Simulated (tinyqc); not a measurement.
Inside a calculation (part 1 of 2). Method: UHF in the sto-6g basis, for CH, spin multiplicity 4. Computed by tinyqc, a small Python program that keeps every step (integrals from PySCF). Settings: charge = 0, multiplicity = 4, basis = sto-6g, energy threshold = 1e-09, iteration cap = 88, orthogonalisation = canonical, start = random, DIIS depth = 4, DIIS from iteration = 2, damping = 0.7, method = UHF. Command: `OMP_NUM_THREADS=1 python tinyqc.py 25157 25158 out.jsonl` (the two numbers bound the seeds that draw the settings). One thread of a shared host (Intel(R) Xeon(R) Processor @ 2.60GHz), about 0.2 s of CPU time with the checks. Later iterations appear only in the table of the cycle.

## One-electron integrals

Geometry (angstrom):
```
atom        x        y        z
C     0.00000  0.00000  0.00000
H     0.00000  0.00000  1.92600
```

Basis sto-6g: exponents (1/bohr^2) and contraction coefficients of normalised primitives:
```
element  l (shell)   exponent  coefficient
C            s (1)  742.73705      0.00916
C            s (1)  136.18002      0.04936
C            s (1)   38.09826      0.16854
C            s (1)   13.08778      0.37056
C            s (1)    5.08237      0.41649
C            s (1)    2.09320      0.13033
C            s (2)   30.49724     -0.01325
C            s (2)    6.03620     -0.04699
C            s (2)    1.87605     -0.03379
C            s (2)    0.72178      0.25024
C            s (2)    0.31347      0.59512
C            s (2)    0.14369      0.24071
C            p (3)   30.49724      0.00376
C            p (3)    6.03620      0.03768
C            p (3)    1.87605      0.17390
C            p (3)    0.72178      0.41804
C            p (3)    0.31347      0.42586
C            p (3)    0.14369      0.10171
H            s (1)   35.52322      0.00916
H            s (1)    6.51314      0.04936
H            s (1)    1.82214      0.16854
H            s (1)    0.62596      0.37056
H            s (1)    0.24308      0.41649
H            s (1)    0.10011      0.13033
```

Overlap, kinetic and nuclear-attraction integrals over the contracted functions; the nuclear repulsion is the sum of Za Zb / Rab.

nuclear repulsion = 1.6485271 hartree

overlap S, lower triangle:
```
          1C 1s    1C 2s   1C 2px   1C 2py   1C 2pz    2H 1s
1C 1s   1.00000
1C 2s   0.24323  1.00000
1C 2px  0.00000  0.00000  1.00000
1C 2py  0.00000  0.00000  0.00000  1.00000
1C 2pz  0.00000  0.00000  0.00000  0.00000  1.00000
2H 1s   0.00942  0.14863  0.00000  0.00000  0.17536  1.00000
```

kinetic energy T (hartree), lower triangle:
```
           1C 1s     1C 2s   1C 2px   1C 2py   1C 2pz    2H 1s
1C 1s   16.06864
1C 2s   -0.49279   0.49241
1C 2px   0.00000   0.00000  1.47923
1C 2py   0.00000   0.00000  0.00000  1.47923
1C 2pz   0.00000   0.00000  0.00000  0.00000  1.47923
2H 1s   -0.00389  -0.01222  0.00000  0.00000  0.01030  0.76852
```

nuclear attraction V (hartree), lower triangle:
```
            1C 1s     1C 2s    1C 2px    1C 2py    1C 2pz     2H 1s
1C 1s   -34.28272
1C 2s    -3.68525  -5.43482
1C 2px    0.00000   0.00000  -5.42421
1C 2py    0.00000   0.00000   0.00000  -5.42421
1C 2pz   -0.00573  -0.06312   0.00000   0.00000  -5.45535
2H 1s    -0.15931  -0.54508   0.00000   0.00000  -0.58739  -2.88700
```

core Hamiltonian H = T + V (hartree), lower triangle:
```
            1C 1s     1C 2s    1C 2px    1C 2py    1C 2pz     2H 1s
1C 1s   -18.21408
1C 2s    -4.17804  -4.94241
1C 2px    0.00000   0.00000  -3.94498
1C 2py    0.00000   0.00000   0.00000  -3.94498
1C 2pz   -0.00573  -0.06312   0.00000   0.00000  -3.97611
2H 1s    -0.16319  -0.55730   0.00000   0.00000  -0.57709  -2.11848
```

## Two-electron integrals

Functions are numbered as in S; the eight-fold symmetry (ij|kl) = (ji|kl) = (kl|ij) leaves the list below.

Two-electron integrals (ij|kl) in chemists' order, unique and non-zero (hartree):
```
(11|11) 3.54374   (21|11) 0.52946   (21|21) 0.10032   (22|11) 0.85360
(22|21) 0.19993   (22|22) 0.62484   (31|31) 0.02127   (32|31) 0.03187
(32|32) 0.13811   (33|11) 0.85360   (33|21) 0.19993   (33|22) 0.62484
(33|33) 0.67322   (41|41) 0.02127   (42|41) 0.03187   (42|42) 0.13811
(43|43) 0.03628   (44|11) 0.85360   (44|21) 0.19993   (44|22) 0.62484
(44|33) 0.60066   (44|44) 0.67322   (51|51) 0.02127   (52|51) 0.03187
(52|52) 0.13811   (53|53) 0.03628   (54|54) 0.03628   (55|11) 0.85360
(55|21) 0.19993   (55|22) 0.62484   (55|33) 0.60066   (55|44) 0.60066
(55|55) 0.67322   (61|11) 0.02137   (61|21) 0.00391   (61|22) 0.00771
(61|33) 0.00769   (61|44) 0.00769   (61|51) 0.00026   (61|52) 0.00051
(61|55) 0.00777   (61|61) 0.00016   (62|11) 0.07684   (62|21) 0.01841
(62|22) 0.06688   (62|33) 0.06518   (62|44) 0.06518   (62|51) 0.00181
(62|52) 0.01396   (62|55) 0.07028   (62|61) 0.00075   (62|62) 0.01165
(63|31) 0.00157   (63|32) 0.00899   (63|53) 0.00245   (63|63) 0.00108
(64|41) 0.00157   (64|42) 0.00899   (64|54) 0.00245   (64|64) 0.00108
(65|11) 0.07835   (65|21) 0.01896   (65|22) 0.07235   (65|33) 0.06919
(65|44) 0.06919   (65|51) 0.00307   (65|52) 0.02213   (65|55) 0.07868
(65|61) 0.00079   (65|62) 0.01479   (65|65) 0.01950   (66|11) 0.27456
(66|21) 0.06677   (66|22) 0.27327   (66|33) 0.26383   (66|44) 0.26383
(66|51) 0.00568   (66|52) 0.06109   (66|55) 0.29215   (66|61) 0.00270
(66|62) 0.07068   (66|65) 0.09723   (66|66) 0.77500
```

## Orthogonalisation

S = U s U^T; canonical form X = U s^(-1/2), so that X^T S X = 1. Each column of U has its largest component positive (the first on a tie).

eigenvalues of S: 0.70087  0.85483  1.00000  1.00000  1.13578  1.30852

X:
```
               1         2        3         4         5        6
1C 1s   -0.61995   0.52429  0.00000   0.00000  -0.44143  0.45788
1C 2s    0.78430  -0.29068  0.00000   0.00000  -0.26504  0.56443
1C 2px   0.00000   0.00000  0.99182  -0.12761   0.00000  0.00000
1C 2py   0.00000   0.00000  0.12761   0.99182   0.00000  0.00000
1C 2pz   0.33060   0.69345  0.00000   0.00000   0.62024  0.24004
2H 1s   -0.56396  -0.57408  0.00000   0.00000   0.48026  0.42233
```

Within a degenerate level the vectors are fixed only up to a rotation; this is one choice.

## Starting guess

The start is random orthonormal orbitals; D(s) = C_occ C_occ^T for each spin.

D(alpha) at the start, lower triangle:
```
           1C 1s     1C 2s    1C 2px    1C 2py    1C 2pz    2H 1s
1C 1s    1.05683
1C 2s   -0.19126   0.33862
1C 2px  -0.03601   0.37539   0.81207
1C 2py   0.01163  -0.12120   0.06068   0.98041
1C 2pz   0.02135  -0.24865   0.13891  -0.04485   0.92982
2H 1s    0.01104   0.03342  -0.09901   0.03197  -0.11211  1.00447
```

D(beta) at the start, lower triangle:
```
           1C 1s     1C 2s   1C 2px   1C 2py    1C 2pz    2H 1s
1C 1s    0.63766
1C 2s   -0.06153   0.07668
1C 2px  -0.12634   0.00254  0.02635
1C 2py  -0.12703   0.02289  0.02372  0.02691
1C 2pz  -0.28832  -0.16702  0.08372  0.02815   0.66700
2H 1s   -0.31237   0.22151  0.03578  0.09100  -0.38582  0.67069
```

## Iteration 1: building the Fock matrix

J_ij = sum D_kl (ij|kl) with D = D(alpha) + D(beta), K_ij = sum D_kl (ik|jl) for each spin; F = H + J - K(s); E = tr D H + tr D J / 2 - 0.5 sum_s tr D(s) K(s) + E_nn.

Coulomb J (hartree), lower triangle:
```
           1C 1s     1C 2s   1C 2px    1C 2py   1C 2pz    2H 1s
1C 1s    9.43841
1C 2s    1.71774   4.17105
1C 2px   0.01698   0.09290  4.13511
1C 2py  -0.01079  -0.03230  0.00612   4.14736
1C 2pz  -0.03063  -0.04473  0.01584  -0.00061  4.23068
2H 1s    0.06749   0.47778  0.00724  -0.00195  0.53705  2.68045
```

exchange K(alpha) (hartree), lower triangle:
```
           1C 1s     1C 2s   1C 2px    1C 2py   1C 2pz    2H 1s
1C 1s    3.63532
1C 2s    0.53381   0.63055
1C 2px   0.05460   0.27071  0.67423
1C 2py  -0.01763  -0.08741  0.03865   0.78145
1C 2pz  -0.03786  -0.17715  0.08138  -0.02628  0.75155
2H 1s    0.02284   0.11019  0.01123  -0.00363  0.12470  0.77803
```

exchange K(beta) (hartree), lower triangle:
```
           1C 1s     1C 2s   1C 2px   1C 2py    1C 2pz    2H 1s
1C 1s    2.20584
1C 2s    0.29737   0.20193
1C 2px  -0.10962  -0.02470  0.06499
1C 2py  -0.10499  -0.00523  0.01511  0.06534
1C 2pz  -0.31485  -0.20737  0.05589  0.02445   0.43145
2H 1s   -0.08547   0.06138  0.01449  0.02665  -0.00510  0.48295
```

F(alpha) (hartree), lower triangle:
```
            1C 1s     1C 2s    1C 2px    1C 2py    1C 2pz     2H 1s
1C 1s   -12.41099
1C 2s    -2.99411  -1.40191
1C 2px   -0.03761  -0.17781  -0.48410
1C 2py    0.00684   0.05511  -0.03252  -0.57907
1C 2pz    0.00150   0.06930  -0.06554   0.02567  -0.49699
2H 1s    -0.11854  -0.18971  -0.00399   0.00168  -0.16473  -0.21605
```

F(beta) (hartree), lower triangle:
```
            1C 1s     1C 2s    1C 2px    1C 2py    1C 2pz    2H 1s
1C 1s   -10.98151
1C 2s    -2.75767  -0.97329
1C 2px    0.12660   0.11760   0.12514
1C 2py    0.09420  -0.02707  -0.00898   0.13705
1C 2pz    0.27850   0.09952  -0.04004  -0.02506  -0.17688
2H 1s    -0.01023  -0.14089  -0.00725  -0.02859  -0.03493  0.07903
```

total energy of this density = -32.7985437 hartree

This density is the starting one.

## Iteration 1: diagonalisation and new density

Diagonalise F' = X^T F X, C = X C', fill 5 alpha and 2 beta electrons from the bottom; D(s) = C_occ C_occ^T; the new density keeps 0.7 of the old one (damping). Each column has its largest component positive (the first on a tie).

F' = X^T F X (alpha) (hartree), lower triangle:
```
          1         2         3         4         5         6
1  -2.66210
2   2.57251  -2.81524
3  -0.12851  -0.01054  -0.49388
4   0.06344   0.00579  -0.04349  -0.56929
5  -2.63950   2.55836   0.02088  -0.00359  -3.48166
6   2.97138  -3.18020  -0.12865   0.05800   3.63358  -4.81398
```

orbital energies (alpha) (hartree): MO1 -12.41117, MO2 -0.82406, MO3 -0.58969, MO4 -0.55365, MO5 -0.36805, MO6 -0.08953

coefficients C (alpha):
```
             MO1       MO2       MO3       MO4       MO5       MO6
1C 1s    1.00054  -0.22134  -0.00419   0.03535   0.08186   0.07549
1C 2s   -0.00225   0.90959   0.01690  -0.15731  -0.33366  -0.35315
1C 2px   0.00312   0.42127   0.25423   0.43055   0.72335   0.22198
1C 2py  -0.00056  -0.13316   0.96037  -0.00663  -0.23351  -0.07342
1C 2pz  -0.00017  -0.09312  -0.10947   0.85825  -0.28246  -0.44211
2H 1s    0.00046   0.06029  -0.01622   0.13890  -0.39902   0.93500
```

F' = X^T F X (beta) (hartree), lower triangle:
```
          1         2         3         4         5         6
1  -2.06385
2   2.17852  -2.17000
3  -0.00460   0.01570   0.12306
4  -0.07179   0.05474  -0.00718   0.13913
5  -2.53397   2.36097  -0.12255  -0.04844  -3.06912
6   2.66954  -2.76075   0.11200  -0.00457   3.41877  -4.02389
```

orbital energies (beta) (hartree): MO1 -10.99204, MO2 -0.34906, MO3 -0.17118, MO4 0.11266, MO5 0.15060, MO6 0.18436

coefficients C (beta):
```
             MO1       MO2       MO3       MO4       MO5       MO6
1C 1s    0.99724  -0.24288  -0.01153   0.03972   0.00302   0.09234
1C 2s    0.00955   0.93873   0.15085  -0.14029   0.01597  -0.40552
1C 2px  -0.01156  -0.18061   0.07976   0.71937  -0.16848  -0.64421
1C 2py  -0.00850   0.09742   0.10618   0.37569   0.89946   0.17028
1C 2pz  -0.02487  -0.20926   0.95445  -0.25122   0.03601  -0.11267
2H 1s   -0.00547   0.20755   0.10241   0.57821  -0.41007   0.70750
```

D(alpha) after iteration 1, lower triangle:
```
           1C 1s     1C 2s    1C 2px    1C 2py    1C 2pz    2H 1s
1C 1s    1.05719
1C 2s   -0.20484   0.52615
1C 2px  -0.03023   0.28629   0.85366
1C 2py   0.00980  -0.09262   0.04736   0.98467
1C 2pz   0.02338  -0.21225   0.12668  -0.04113   0.90198
2H 1s   -0.00444   0.07315  -0.13157   0.04297  -0.01005  0.75785
```

D(beta) after iteration 1, lower triangle:
```
           1C 1s     1C 2s   1C 2px   1C 2py    1C 2pz    2H 1s
1C 1s    0.76241
1C 2s   -0.10861   0.31807
1C 2px  -0.07874  -0.04912  0.02827
1C 2py  -0.09856   0.04344  0.01135  0.02170
1C 2pz  -0.19402  -0.17592  0.07003  0.01365   0.48022
2H 1s   -0.23542   0.21349  0.01382  0.06978  -0.28307  0.48242
```

## Iteration 2: building the Fock matrix

As before.

Coulomb J (hartree), lower triangle:
```
           1C 1s     1C 2s   1C 2px    1C 2py   1C 2pz    2H 1s
1C 1s    9.95698
1C 2s    1.80355   4.33008
1C 2px   0.01011   0.05645  4.30415
1C 2py  -0.00656  -0.01721  0.00426   4.31318
1C 2pz  -0.02584  -0.04754  0.01370  -0.00144  4.37290
2H 1s    0.07095   0.47881  0.00463  -0.00105  0.53020  2.48450
```

exchange K(alpha) (hartree), lower triangle:
```
           1C 1s     1C 2s    1C 2px    1C 2py   1C 2pz    2H 1s
1C 1s    3.64107
1C 2s    0.55896   0.74954
1C 2px   0.03869   0.20166   0.72732
1C 2py  -0.01250  -0.06521   0.03017   0.81076
1C 2pz  -0.02718  -0.14001   0.07126  -0.02312  0.77243
2H 1s    0.02452   0.12595  -0.00483   0.00166  0.13934  0.61503
```

exchange K(beta) (hartree), lower triangle:
```
           1C 1s     1C 2s   1C 2px   1C 2py    1C 2pz    2H 1s
1C 1s    2.62148
1C 2s    0.36681   0.32263
1C 2px  -0.08014  -0.05470  0.09270
1C 2py  -0.07551   0.01547  0.00723  0.08852
1C 2pz  -0.22755  -0.18468  0.04559  0.01369   0.35120
2H 1s   -0.05476   0.07109  0.00431  0.02177  -0.00270  0.35530
```

F(alpha) (hartree), lower triangle:
```
            1C 1s     1C 2s    1C 2px    1C 2py    1C 2pz     2H 1s
1C 1s   -11.89817
1C 2s    -2.93345  -1.36187
1C 2px   -0.02858  -0.14521  -0.36815
1C 2py    0.00594   0.04799  -0.02591  -0.44256
1C 2pz   -0.00439   0.02935  -0.05756   0.02168  -0.37565
2H 1s    -0.11677  -0.20444   0.00946  -0.00271  -0.18623  -0.24900
```

F(beta) (hartree), lower triangle:
```
            1C 1s     1C 2s    1C 2px    1C 2py    1C 2pz    2H 1s
1C 1s   -10.87857
1C 2s    -2.74130  -0.93496
1C 2px    0.09025   0.11115   0.26647
1C 2py    0.06896  -0.03268  -0.00297   0.27969
1C 2pz    0.19599   0.07402  -0.03190  -0.01513   0.04559
2H 1s    -0.03748  -0.14958   0.00033  -0.02283  -0.04419  0.01072
```

total energy of this density = -34.2358207 hartree

This density is a damped mixture and is not idempotent.

## Iteration 2: diagonalisation and new density

As before.

F' = X^T F X (alpha) (hartree), lower triangle:
```
          1         2         3         4         5         6
1  -2.49260
2   2.45015  -2.61895
3  -0.11411  -0.01724  -0.37592
4   0.05769   0.00802  -0.03448  -0.43479
5  -2.50125   2.51902   0.01937  -0.00572  -3.31909
6   2.84538  -3.03788  -0.09969   0.04697   3.48996  -4.68406
```

orbital energies (alpha) (hartree): MO1 -11.89839, MO2 -0.74575, MO3 -0.45139, MO4 -0.44256, MO5 -0.32922, MO6 -0.05809

coefficients C (alpha):
```
             MO1       MO2       MO3       MO4       MO5       MO6
1C 1s    0.99907  -0.23384  -0.01452   0.04355   0.05278   0.07762
1C 2s    0.00380   0.93919   0.06249  -0.19346  -0.20470  -0.35089
1C 2px   0.00253   0.33249   0.23671   0.29387   0.81189   0.29645
1C 2py  -0.00053  -0.11453   0.93104   0.20373  -0.26161  -0.10045
1C 2pz   0.00041  -0.00112  -0.24235   0.80868  -0.01518  -0.56530
2H 1s   -0.00018   0.11823  -0.09246   0.32905  -0.45093   0.85000
```

F' = X^T F X (beta) (hartree), lower triangle:
```
          1         2         3         4         5         6
1  -2.00136
2   2.19086  -2.08782
3   0.01260  -0.00108   0.26594
4  -0.06263   0.04880  -0.00120   0.28022
5  -2.42050   2.44850  -0.09357  -0.03043  -2.91089
6   2.69561  -2.72729   0.09574  -0.01247   3.37766  -4.02261
```

orbital energies (beta) (hartree): MO1 -10.88439, MO2 -0.31183, MO3 0.00076, MO4 0.14540, MO5 0.27761, MO6 0.29593

coefficients C (beta):
```
             MO1       MO2       MO3       MO4       MO5       MO6
1C 1s    0.99728  -0.23806   0.06306   0.07576  -0.00800  -0.05211
1C 2s    0.01026   0.93155  -0.20001  -0.36057   0.06556   0.21505
1C 2px  -0.00823  -0.14601   0.14893   0.08568   0.66442   0.71249
1C 2py  -0.00616   0.08731   0.04710  -0.06602   0.73401  -0.66857
1C 2pz  -0.01723  -0.07997   0.72344  -0.70237  -0.09525   0.00548
2H 1s   -0.00441   0.28157   0.55338   0.81126  -0.07449  -0.08610
```

D(alpha) after iteration 2, lower triangle:
```
           1C 1s     1C 2s    1C 2px    1C 2py   1C 2pz    2H 1s
1C 1s    1.05735
1C 2s   -0.21418   0.65790
1C 2px  -0.02807   0.23161   0.87120
1C 2py   0.00920  -0.07541   0.04209   0.98624
1C 2pz   0.02795  -0.19943   0.13895  -0.04583  0.84527
2H 1s   -0.01389   0.09138  -0.16770   0.05569  0.08153  0.63074
```

D(beta) after iteration 2, lower triangle:
```
           1C 1s     1C 2s    1C 2px   1C 2py    1C 2pz    2H 1s
1C 1s    0.84906
1C 2s   -0.13949   0.48301
1C 2px  -0.04715  -0.07522   0.02621
1C 2py  -0.07707   0.05479   0.00414  0.01749
1C 2pz  -0.13526  -0.14555   0.05256  0.00749   0.33816
2H 1s   -0.18622   0.22812  -0.00265  0.05623  -0.20488  0.36148
```

## Iteration 3: building the Fock matrix

As before.

Coulomb J (hartree), lower triangle:
```
           1C 1s     1C 2s   1C 2px    1C 2py   1C 2pz    2H 1s
1C 1s   10.28180
1C 2s    1.85498   4.41909
1C 2px   0.00623   0.03534  4.39993
1C 2py  -0.00385  -0.00801  0.00335   4.40765
1C 2pz  -0.02062  -0.03826  0.01306  -0.00223  4.44967
2H 1s    0.07307   0.48046  0.00315  -0.00053  0.52803  2.38099
```

exchange K(alpha) (hartree), lower triangle:
```
           1C 1s     1C 2s    1C 2px    1C 2py   1C 2pz    2H 1s
1C 1s    3.64392
1C 2s    0.57511   0.82612
1C 2px   0.02758   0.15776   0.75534
1C 2py  -0.00892  -0.05127   0.02681   0.82862
1C 2pz  -0.01971  -0.12122   0.07649  -0.02520  0.76523
2H 1s    0.02556   0.13715  -0.01755   0.00596  0.15547  0.53767
```

exchange K(beta) (hartree), lower triangle:
```
           1C 1s     1C 2s    1C 2px   1C 2py   1C 2pz    2H 1s
1C 1s    2.91148
1C 2s    0.41593   0.40609
1C 2px  -0.05871  -0.06851   0.10933
1C 2py  -0.05421   0.02810   0.00264  0.10378
1C 2pz  -0.16420  -0.14016   0.03329  0.00880  0.28888
2H 1s   -0.03288   0.08709  -0.00295  0.01878  0.00584  0.27922
```

F(alpha) (hartree), lower triangle:
```
            1C 1s     1C 2s    1C 2px    1C 2py    1C 2pz     2H 1s
1C 1s   -11.57620
1C 2s    -2.89817  -1.34944
1C 2px   -0.02135  -0.12242  -0.30038
1C 2py    0.00507   0.04326  -0.02345  -0.36594
1C 2pz   -0.00664   0.01984  -0.06343   0.02297  -0.29167
2H 1s    -0.11568  -0.21399   0.02070  -0.00649  -0.20454  -0.27516
```

F(beta) (hartree), lower triangle:
```
            1C 1s     1C 2s    1C 2px    1C 2py    1C 2pz     2H 1s
1C 1s   -10.84376
1C 2s    -2.73900  -0.92942
1C 2px    0.06494   0.10385   0.34563
1C 2py    0.05036  -0.03611   0.00072   0.35890
1C 2pz    0.13786   0.03879  -0.02023  -0.01103   0.18468
2H 1s    -0.05724  -0.16393   0.00610  -0.01931  -0.05490  -0.01671
```

total energy of this density = -35.2782159 hartree

This density is a damped mixture and is not idempotent.

## Iteration 3: DIIS over 2 matrices

error matrix X^T (FDS - SDF) X (alpha):
```
          1         2         3         4         5         6
1   0.00000  -0.15626   0.07489  -0.03338   0.31499  -0.51446
2   0.15626   0.00000  -0.09562   0.04556   0.01859   0.09976
3  -0.07489   0.09562   0.00000  -0.00100  -0.17222   0.24573
4   0.03338  -0.04556   0.00100   0.00000   0.08165  -0.11684
5  -0.31499  -0.01859   0.17222  -0.08165   0.00000  -0.14533
6   0.51446  -0.09976  -0.24573   0.11684   0.14533   0.00000
```

B (overlaps of the stored error matrices):
```
               1              2
1  2.9818857e+01  2.1243019e+01
2  2.1243019e+01  1.5141291e+01
```

Minimise |sum c_i e_i|^2 with sum c_i = 1: solve [B -1; -1 0][c; lambda] = [0; -1] with B_ij = tr e_i^T e_j summed over both spins, and take F = sum c_i F_i.

DIIS coefficients: -2.46623  3.46623

extrapolated F(alpha) (hartree), lower triangle:
```
            1C 1s     1C 2s    1C 2px    1C 2py    1C 2pz     2H 1s
1C 1s   -10.78215
1C 2s    -2.81116  -1.31879
1C 2px   -0.00350  -0.06622  -0.13326
1C 2py    0.00291   0.03159  -0.01740  -0.17699
1C 2pz   -0.01219  -0.00361  -0.07789   0.02614  -0.08455
2H 1s    -0.11301  -0.23754   0.04842  -0.01582  -0.24969  -0.33967
```

extrapolated F(beta) (hartree), lower triangle:
```
            1C 1s     1C 2s   1C 2px    1C 2py    1C 2pz     2H 1s
1C 1s   -10.75789
1C 2s    -2.73330  -0.91575
1C 2px    0.00252   0.08585  0.54084
1C 2py    0.00449  -0.04457  0.00982   0.55424
1C 2pz   -0.00551  -0.04810  0.00855  -0.00092   0.52770
2H 1s    -0.10597  -0.19933  0.02033  -0.01065  -0.08131  -0.08437
```
